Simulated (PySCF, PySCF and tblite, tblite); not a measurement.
# C3H7N: a path driven as pyramidal inversion, and NMR exchange

One table from this session's results is given with a row withheld; the runs are named, their logs left out.

Computed with tblite 0.8.0 (tight binding) and PySCF 2.14.0 (DFT, with response routines of our own); each step states its level. Atoms count from 0 throughout.

## The molecule as given

11 atoms, charge 0, multiplicity 1; geometry from: force field or distance geometry start.

Bonds of the start (Å): C0–C1 1.55, C0–C3 1.55, C0–H4 1.08, C0–H5 1.08, C1–H6 1.09, C1–H7 1.11, C1–N2 1.46, C3–H10 1.10, C3–H9 1.11, N2–C3 1.47, N2–H8 1.02.

The first run:

What the job is given:

```
{"job": {"xc": "GFN2-xTB", "basis": "xTB", "kind": "relax"}, "charge": 0, "multiplicity": 1}
C      0.765000    -0.635600    -0.009700
C      0.539300     0.889700     0.107100
N     -0.744200     0.697800    -0.569800
C     -0.779200    -0.687700    -0.089300
H      1.260500    -0.942000    -0.924400
H      1.217400    -1.130300     0.842500
H      1.265000     1.514400    -0.419800
H      0.455300     1.247200     1.153200
H     -1.504200     1.287600    -0.227300
H     -1.274600    -0.813100     0.896400
H     -1.195000    -1.425300    -0.784700
```

The run is started by

```sh
$ OMP_NUM_THREADS=1 python ens_run.py task.json out
```

One launch serves the whole session.

Among the steps run: GFN2-xTB relaxation, start minimum; Relaxed scan, inversion; Nudged elastic band, leg 1; Saddle search, leg 1; DFT refinement, start: PBE0-D3(BJ)/def2-SVP; Shieldings, start: PBE0/pcSseg-1 in acetone; Shieldings, saddle of leg 1: PBE0/pcSseg-1 in acetone; Barriers, rates and exchange; Nudged elastic band, band settings drawn wide; Shieldings, start: BHandHLYP/pcSseg-1 in acetone; Single-point energy, saddle of leg 1: BHandHLYP/pcSseg-1 in acetone; Second level: BHandHLYP/pcSseg-1 + D3(BJ), IEF-PCM acetone.

One of the session's tables, all rows but one given; the rest of the session is left out.

Barriers by level (kcal/mol; entropies in cal/(mol K)). Zero-point and thermal terms come from xTB in every row. ΔG‡ leaves symmetry out; the rate counts one path; effective ΔG‡, where given, is the barrier that would give that rate by Eyring's equation alone:

| level | ΔE‡ | with zero-point | ΔH‡ | ΔG‡ (298 K) | k at 298 K (1/s) |
| --- | --- | --- | --- | --- | --- |
| GFN2-xTB | 5.61 | 4.50 | 4.38 | 4.60 | 2.6e+09 |
| PBE0-D3(BJ)/def2-SVP | ? | ? | ? | ? | ? |
| PBE0/pcSseg-1 + D3(BJ), IEF-PCM acetone | 6.96 | 5.85 | 5.74 | 5.96 | 2.6e+08 |
| BHandHLYP/pcSseg-1 + D3(BJ), IEF-PCM acetone | 7.22 | 6.12 | 6.00 | 6.22 | 1.7e+08 |

Estimate the missing values for PBE0-D3(BJ)/def2-SVP.

The run gave: ΔE‡: 4.53; with zero-point: 3.43; ΔH‡: 3.31; ΔG‡ (298 K): 3.53; k at 298 K (1/s): 1.6e+10. In the column «ΔE‡» it is the lowest.
